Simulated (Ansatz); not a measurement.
## Ansatz (development build ahead of 0.2.0) run

```yaml
crystal:
  periodic: [false, false, false]
  atoms:
    - { symbol: C, position_ang: [0.0, 0.0, -1.335] }
    - { symbol: C, position_ang: [0.0, 0.0, 0.0] }
    - { symbol: C, position_ang: [0.0, 1.27631, 0.79753] }
    - { symbol: C, position_ang: [0.0, -1.27631, 0.79753] }
    - { symbol: H, position_ang: [0.0, -0.93431, -1.89639] }
    - { symbol: H, position_ang: [0.0, 0.93431, -1.89639] }
    - { symbol: H, position_ang: [0.0, 2.12936, 0.11899] }
    - { symbol: H, position_ang: [-0.88982, 1.31263, 1.42602] }
    - { symbol: H, position_ang: [0.88982, 1.31263, 1.42602] }
    - { symbol: H, position_ang: [0.0, -2.12936, 0.11899] }
    - { symbol: H, position_ang: [0.88982, -1.31263, 1.42602] }
    - { symbol: H, position_ang: [-0.88982, -1.31263, 1.42602] }
basis:
  gaussian: { orbitals: def2-SVP }
hamiltonian:
  xc: hf
correlation:
  method: mp2
  frozen_orbitals: { C: 1, H: 0 }
```

The input is written out in the form of the current development build from the run's settings.

Results

```json
{"Converged": "yes", "Reference energy": "-156.00050 hartree", "Correlation energy": "-0.56155 hartree", "Total energy": "-156.56205 hartree", "Spin squared of the determinant": "0.000"}
```
